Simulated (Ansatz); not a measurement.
Property card for Ta$_{5}$As$_{4}$

The calculation used DFT r2SCAN, scalar-relativistic, plane waves, PAW in Ansatz.

Cutoff 500 eV; k points 12×12×12 on the computed 9-atom cell (Γ-centred); Gaussian smearing, width 0.10 eV; no spin polarisation.

The structure is relaxed at this level of theory with its symmetry kept. Whether it is the stable form of this composition wasn't checked.

It takes space group I4/m (No. 87, tetragonal). The conventional cell has a = 9.833 Å, b = 9.833 Å, c = 3.448 Å, α = 90.00°, β = 90.00°, γ = 90.00°. Around Ta (site symmetry 4/m) lie 4 As at 2.83 Å and 8 Ta at 2.88 Å. Around Ta (site symmetry m) lie 5 As at 2.63 to 2.67 Å and 2 Ta at 2.88 Å. Around As (site symmetry m) lie 6 Ta at 2.63 to 2.83 Å.

| Quantity | Value |
| --- | --- |
| Volume per atom | 18.52 Å³ |
| Formation energy from the elements' standard states (uncorrected) | -0.596 eV/atom |
| Generalised Kohn–Sham band gap | none (metal) |
| Density of states at the Fermi level | 2.38 states/eV per cell |
| Löwdin character within 0.5 eV of the Fermi level | Ta 5d 78 %, As 4p 16 % |
| Bader charges (e) | Ta (1 in the cell) 0.53, Ta (4 in the cell) 0.98, As (4 in the cell) -1.11 |

Spin-orbit coupling is left out, which matters for the bands of heavy elements.

Cost: 1 run of about 11 core-minutes, on Intel Xeon 6975P-C (Granite Rapids) (shared hosts).